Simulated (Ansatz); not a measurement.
A nudged elastic band was laid between two geometries of Al₂H₄ (6 atoms, charge 0, multiplicity 1).

All numbers below come from Ansatz, RKS PBE-D4/def2-SVP.

| Property | Result |
| --- | --- |
| movable images | 5 |
| climbing image | yes |
| spring | 5.0 eV/Å² |
| optimiser | quadratic models (default) |
| start path | through a guess of the saddle point |
| force threshold | 0.05 eV/Å |
| iteration limit | 60 |
| end points | relaxed |

Initial state:

```xyz
6
Properties=species:S:1:pos:R:3
Al -0.670 -1.108 -0.123
Al 0.683 1.088 0.109
H -2.249 -1.110 -0.443
H 0.019 -2.556 0.042
H 1.398 1.786 -1.156
H 0.862 1.837 1.524
```

Final state:

```xyz
6
Properties=species:S:1:pos:R:3
Al -0.494 -0.891 -0.297
Al 0.856 1.189 -0.403
H -2.031 -0.712 -0.691
H 0.359 -2.236 -0.182
H -0.073 0.197 1.001
H 1.426 2.389 0.525
```

**Question.** What changes between the two ends?

**Answer.** Bonds formed: Al1–H5.

**Question.** What energy profile does the band end with?

**Answer.** The run converged. The highest image is number 5 of 0 to 6, 7.6 kcal/mol above the first end and 4.6 kcal/mol above the last; the last end lies 3.0 kcal/mol above the first. The profile has 2 maxima (images 2, 5) with wells between them (image 3): this band takes more than one step, which may be the mechanism or a detour left from its start path. A vibrational analysis at the climbing image gives one clearly imaginary mode, 358i cm⁻¹: a first-order saddle point.

```json
{"image": "0", "path coordinate (Å)": "0.00", "energy (kcal/mol)": "0.0", "Al1–H5 (Å)": "3.70"}
{"image": "1", "path coordinate (Å)": "1.11", "energy (kcal/mol)": "1.1", "Al1–H5 (Å)": "3.72"}
{"image": "2", "path coordinate (Å)": "2.21", "energy (kcal/mol)": "2.1", "Al1–H5 (Å)": "3.74"}
{"image": "3", "path coordinate (Å)": "3.32", "energy (kcal/mol)": "0.9", "Al1–H5 (Å)": "3.73"}
{"image": "4", "path coordinate (Å)": "4.43", "energy (kcal/mol)": "1.7", "Al1–H5 (Å)": "3.35"}
{"image": "5", "path coordinate (Å)": "5.53", "energy (kcal/mol)": "7.6", "Al1–H5 (Å)": "2.44"}
{"image": "6", "path coordinate (Å)": "6.32", "energy (kcal/mol)": "3.0", "Al1–H5 (Å)": "1.75"}
```

**Question.** What is the geometry of the highest image?

**Answer.** 
```xyz
6
Properties=species:S:1:pos:R:3
Al -0.560 -0.842 -0.654
Al 0.586 1.199 0.057
H -2.107 -0.998 -0.256
H 0.359 -2.132 -0.921
H 0.439 0.129 1.353
H 1.325 2.579 0.374
```

The run took 2.2 min on 1 thread of Arm Neoverse N1 (shared host), peak memory 0.1 GiB.
